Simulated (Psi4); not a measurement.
**One shape, several levels: BHClO (SMILES O[B]Cl)**

Wanted: a comparison of 3 runs (UHF/aug-pcseg-2, UB3LYP/6-31G*, U-r2SCAN/def2-SVP) of BHClO. 

Program for the calculation: Psi4 1.11.

6 further runs of the same task are left out: 2 that didn't finish, 4 set aside as unsound or not needed.

### 1 The molecule

The species is BHClO (4 atoms), meant as a doublet with charge 0. SMILES: `O[B]Cl`. The shape is that of a PBE0-D4/def2-TZVP optimisation.

Bond lengths: O1–B2 1.334 Å, B2–Cl3 1.740 Å, O1–H4 0.961 Å. Angles: O1–B2–Cl3 122.2°, B2–O1–H4 113.5°.

### 2 Energy and forces at UHF/aug-pcseg-2 (density fitting) (run 1)

input.in reads:

```
memory 1600 MB

molecule {
  0 2
  O      1.03103457     0.36112666    -1.11361561
  B     -0.81239326     0.12396603     0.59072839
  Cl    -1.05295540    -2.50048561     2.55661047
  H      0.93919388     1.90144243    -2.07208470
  units bohr
  no_reorient
  no_com
}

set basis aug-pcseg-2
set reference uhf
set scf_type df
set diis_max_vecs 20
set df_scf_guess false

result, w = gradient('hf', return_wfn=True)
```

Started as:

```console
psi4 input.in input.out -n 1
```

input.out:

```text
[...]
  Running in c1 symmetry.
[...]
  Nuclear repulsion =   76.699725498515349
[...]
  Multiplicity = 2
[...]
  Nalpha       = 16
  Nbeta        = 15
[...]
    Number of basis functions: 165
[...]
   @DF-UHF iter   1:  -559.63042722348973   -6.36505e-01   2.79308e-03 ADIIS/DIIS
[...]
   @DF-UHF iter  14:  -559.71813208709068   -1.50067e-11   6.02770e-09 DIIS
[...]
   @S^2 Observed:                7.545985754E-01
[...]
    Orbital Energies [Eh]
    ---------------------
    Alpha Occupied:
       1A   -104.790820     2A    -20.603042     3A    -10.554835
       4A     -8.024761     5A     -8.021700     6A     -8.021546
       7A     -7.705147     8A     -1.413242     9A     -1.120207
      10A     -0.796160    11A     -0.661010    12A     -0.613475
      13A     -0.583703    14A     -0.490798    15A     -0.477159
      16A     -0.357817
    Alpha Virtual:
      17A      0.021613    18A      0.034194    19A      0.036096
      20A      0.039620    21A      0.069010    22A      0.094888
      23A      0.095988    24A      0.105952    25A      0.108880
[...]
  @DF-UHF Final Energy:  -559.71813208709068
   => Energetics <=
    Nuclear Repulsion Energy =             76.6997254985153489
    One-Electron Energy =                -924.8644031859629422
    Two-Electron Energy =                 288.4465456003568988
    Total Energy =                       -559.7181320870906802
  UHF NO Occupations:
  HONO-2 :   14  A 1.9992703
  HONO-1 :   15  A 1.9987537
[...]
 Multipole Moments:
 ------------------------------------------------------------------------------------
     Multipole            Electronic (a.u.)      Nuclear  (a.u.)        Total (a.u.)
 ------------------------------------------------------------------------------------
 L = 1.  Multiply by 2.5417464519 to convert [e a0] to [Debye]
 Dipole X            :         12.8104873          -12.7747377            0.0357497
 Dipole Y            :         37.8167938          -37.0979695            0.7188243
 Dipole Z            :        -35.9481868           35.4350104           -0.5131765
 Magnitude           :                                                    0.8839324
[...]
  -Total Gradient:
     Atom            X                  Y                   Z
    ------   -----------------  -----------------  -----------------
       1        0.009197433029    -0.019491247537     0.005394137326
       2       -0.007477246856    -0.004568866599     0.009337610507
       3        0.000480877159     0.004621032967    -0.003509283168
       4       -0.002201063331     0.019439081179    -0.011222464656
[...]
```

Wall time 2.6 s (1 thread of AMD EPYC 9R45 (Zen 5), shared host); peak memory 0.29 GiB.

### 3 The energy at UB3LYP/6-31G(d) (spherical functions) (run 2)

job.inp reads:

```
memory 1600 MB

molecule {
  0 2
  O
  B 1 1.334456
  Cl 2 1.739884 1 122.18514
  H 1 0.96125 2 113.5407 3 -179.99924
  symmetry c1
}

set basis 6-31G*
set reference uks
set puream true
set e_convergence 1e-09
set d_convergence 1e-08
set scf_type pk
set dft_radial_points 99
set dft_spherical_points 590
set maxiter 200

energy_value, wavefunction = energy("b3lyp", return_wfn=True)
oeprop(wavefunction, "MAYER_INDICES", "DIPOLE", "LOWDIN_CHARGES", title="B3LYP")
print_variables()
```

Started as:

```console
psi4 -i job.inp -o job.out -n 1
```

job.out:

```text
[...]
  Running in c1 symmetry.
[...]
  Nuclear repulsion =   76.699726477009847
[...]
  Multiplicity = 2
[...]
  Nalpha       = 16
  Nbeta        = 15
[...]
    Number of basis functions: 48
[...]
   @UKS iter   1:  -560.74409053442059   -1.49138e-01   1.21464e-02 ADIIS/DIIS
[...]
   @UKS iter  12:  -560.87726702561304   -4.20641e-12   9.81364e-09 DIIS
[...]
   @S^2 Observed:                7.517005709E-01
[...]
    Orbital Energies [Eh]
    ---------------------
    Alpha Occupied:
       1A   -101.526535     2A    -19.196666     3A     -9.460665
       4A     -7.221569     5A     -7.215552     6A     -7.214686
       7A     -6.832036     8A     -1.068120     9A     -0.842766
      10A     -0.597691    11A     -0.453656    12A     -0.442651
      13A     -0.404699    14A     -0.339386    15A     -0.333783
      16A     -0.205348
    Alpha Virtual:
      17A     -0.011828    18A      0.054579    19A      0.131558
      20A      0.223711    21A      0.351647    22A      0.404900
      23A      0.404953    24A      0.430618    25A      0.465542
[...]
  @UKS Final Energy:  -560.87726702561304
   => Energetics <=
    Nuclear Repulsion Energy =             76.6997264770098468
    One-Electron Energy =                -924.9665546439308628
    Two-Electron Energy =                 320.7097710139487390
    DFT Exchange-Correlation Energy =     -33.3202098726407812
    Empirical Dispersion Energy =           0.0000000000000000
    VV10 Nonlocal Energy =                  0.0000000000000000
    Total Energy =                       -560.8772670256130368
[...]
 Multipole Moments:
 ------------------------------------------------------------------------------------
     Multipole            Electronic (a.u.)      Nuclear  (a.u.)        Total (a.u.)
 ------------------------------------------------------------------------------------
 L = 1.  Multiply by 2.5417464519 to convert [e a0] to [Debye]
 Dipole X            :         -0.0000038            0.0000111            0.0000073
 Dipole Y            :         -0.6525774            1.4294584            0.7768810
 Dipole Z            :          1.7489982           -2.3284088           -0.5794106
 Magnitude           :                                                    0.9691546
[...]
```

It took 5.1 s on 1 thread of AMD EPYC 9R45 (Zen 5), shared host; peak memory 0.49 GiB.

### 4 Energy and forces at U-r2SCAN/def2-SVP (run 3)

input.dat reads:

```
memory 1600 MB

molecule mol {
  0 2
  O
  B 1 1.334456
  Cl 2 1.739884 1 122.18514
  H 1 0.96125 2 113.5407 3 -179.99924
  symmetry c1
  no_reorient
  no_com
}

set {
  basis                def2-SVP
  reference            uks
  puream               true
  e_convergence        1e-09
  d_convergence        1e-08
  scf_type             pk
  dft_radial_points    99
  dft_spherical_points 590
  maxiter              200
}

gradient('r2scan')
```

Started as:

```console
psi4 -i input.dat -o output.dat -n 1
```

output.dat:

```text
[...]
  Running in c1 symmetry.
[...]
  Nuclear repulsion =   76.699726477009847
[...]
  Multiplicity = 2
[...]
  Nalpha       = 16
  Nbeta        = 15
[...]
    Number of basis functions: 51
[...]
   @UKS iter   1:  -560.43139452929347   -1.14672e-01   1.23404e-02 DIIS/ADIIS
[...]
   @UKS iter  13:  -560.59291554990921   -2.16005e-12   5.16760e-09 DIIS
[...]
   @S^2 Observed:                7.535531416E-01
[...]
    Orbital Energies [Eh]
    ---------------------
    Alpha Occupied:
       1A   -101.172123     2A    -19.013701     3A     -9.373390
       4A     -7.122004     5A     -7.116026     6A     -7.114847
       7A     -6.723480     8A     -1.016439     9A     -0.801652
      10A     -0.560337    11A     -0.423780    12A     -0.408973
      13A     -0.374918    14A     -0.311839    15A     -0.307774
      16A     -0.186372
    Alpha Virtual:
      17A     -0.041094    18A      0.046966    19A      0.136716
      20A      0.177457    21A      0.200779    22A      0.267513
      23A      0.294652    24A      0.447766    25A      0.567080
[...]
  @UKS Final Energy:  -560.59291554990921
   => Energetics <=
    Nuclear Repulsion Energy =             76.6997264770098468
    One-Electron Energy =                -924.4952341402390630
    Two-Electron Energy =                 328.4000061687908101
    DFT Exchange-Correlation Energy =     -41.1974140554707944
    Empirical Dispersion Energy =           0.0000000000000000
    VV10 Nonlocal Energy =                  0.0000000000000000
    Total Energy =                       -560.5929155499092076
[...]
 Multipole Moments:
 ------------------------------------------------------------------------------------
     Multipole            Electronic (a.u.)      Nuclear  (a.u.)        Total (a.u.)
 ------------------------------------------------------------------------------------
 L = 1.  Multiply by 2.5417464519 to convert [e a0] to [Debye]
 Dipole X            :         -0.0000043            0.0000111            0.0000069
 Dipole Y            :         -0.7926981            1.4294584            0.6367603
 Dipole Z            :          1.7716948           -2.3284088           -0.5567140
 Magnitude           :                                                    0.8458097
[...]
  -Total Gradient:
     Atom            X                  Y                   Z
    ------   -----------------  -----------------  -----------------
       1       -0.000000128012     0.005644540970     0.001570460691
       2       -0.000000165392    -0.006552802903    -0.000700442150
       3        0.000000134991     0.004885991244    -0.002368964549
       4        0.000000159386    -0.004788307921     0.001813046973
[...]
```

Run time: 13 s. Hardware: 1 thread of AMD EPYC 9R45 (Zen 5), shared host; peak memory 0.93 GiB.

### 5 Overview of the runs

```csv
run,level,task,integrals,energy (Eh),dipole moment (D),HOMO energy (eV),LUMO energy (eV),wall time
1,UHF/aug-pcseg-2 (density fitting),gradient,df,-559.718132,2.25,-9.74,0.45,2.6 s
2,UB3LYP/6-31G* (spherical functions),energy,pk,-560.877267,2.46,-5.59,-1.56,5.1 s
3,U-r2SCAN/def2-SVP,gradient,pk,-560.592916,2.15,-5.07,-1.74,13 s
```

### 6 What came out

| quantity | value |
| --- | --- |
| run 3: total energy | -560.59292 Eh |
| run 3: dipole moment | 2.15 D |
| run 3: HOMO energy (highest over α and β) | -5.07 eV |
| run 3: LUMO energy (lowest over α and β) | -1.74 eV |
| run 3: ⟨S²⟩ | 0.754 |
| run 3: largest force on an atom | 0.339 eV/Å |

In words: The dipole moment (its size) runs from 2.15 D (U-r2SCAN/def2-SVP) to 2.46 D (UB3LYP/6-31G*). The two ends differ in method and basis. Totals of different functionals can't be ranked against each other. All runs together took 21 s, the longest 13 s.
